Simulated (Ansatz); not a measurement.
**AlPNH (triplet): wave-function methods side by side at a displaced geometry (v2), cc-pVDZ**

The task here is to estimate one member of a computed series from the others.

The runs use Ansatz 0.2.0, Gaussian basis; cc-pVDZ, core rule «outside noble gas», up to 11 orbitals frozen.

To be run: UHF; CCSD(T) on ROHF; CCSD(T) on UHF; BCCD(T) on ROHF; CISD; CCSDT(Q) on ROHF; CCSDT(Q) on UHF.

25 further runs of the same task are left out: 5 for a known fault of the program, 7 that didn't finish, 13 set aside as unsound or not needed.

## What is computed

The geometry is a PBE0/def2-TZVP stationary point (not a proven minimum) with its atoms shifted at random (size 0.100 Å).

4 atoms, charge 0, spin multiplicity 3.

Atoms are counted from 1 here; the program's logs count them from 0.

Bond lengths: Al1–N3 1.852 Å, P2–N3 1.701 Å, N3–H4 1.072 Å. Angles: Al1–N3–P2 118.2°, Al1–N3–H4 123.3°, P2–N3–H4 118.3°.

Set-up of the first run:

File in.yaml:

```yaml
crystal:
  periodic: [false, false, false]
  atoms:
    - {symbol: Al, position_ang: [0.086996, 0.196569, 1.625943]}
    - {symbol: P, position_ang: [-0.077878, 0.206659, -1.419725]}
    - {symbol: N, position_ang: [-0.001258, -0.708007, 0.012436]}
    - {symbol: H, position_ang: [0.081851, -1.773814, -0.069839]}
basis:
  gaussian: {orbitals: cc-pVDZ}
magnetization: {spin_polarized: true, initial_magnetization: 2}
hamiltonian: {xc: hf}
output: {orbitals: {seedname: orbitals}}
```

Run with:

```console
> ansatz run in.yaml --threads 1 --pin off --events-out ev --progress --plain --max-ram 2393MiB
```

Among the steps run: UHF; CCSD(T) on ROHF; CCSD(T) on UHF; BCCD(T) on ROHF; CISD; CCSDT(Q) on ROHF; CCSDT(Q) on UHF.

One table of the session follows, with a row left open; its other results are not shown here.

| method | from UCCSDT(Q) (meV) |
| --- | --- |
| ROHF | +9415.9 |
| UHF | +9244.5 |
| RMP2 | +1219.7 |
| UMP2 | +1280.8 |
| CISD | +1373.4 |
| RCCSD | +357.4 |
| UCCSD | +353.8 |
| RCCSD(T) | +55.0 |
| UCCSD(T) | +55.7 |
| BCCD(T) | ? |
| RCCSDT | +30.5 |
| UCCSDT | +30.0 |
| RCCSDT(Q) | +2.7 |
| UCCSDT(Q) | 0 |

**Question.** Estimate the row for BCCD(T).

As computed: from UCCSDT(Q) (meV): +51.7. In the column «from UCCSDT(Q) (meV)» it lies between RCCSDT (+30.5) and RCCSD(T) (+55.0).

Caveats from the session: Restricted and unrestricted rows rest on different reference determinants; where their highest levels disagree by more than a few hundredths of an eV, they describe different states and don't form one ladder.
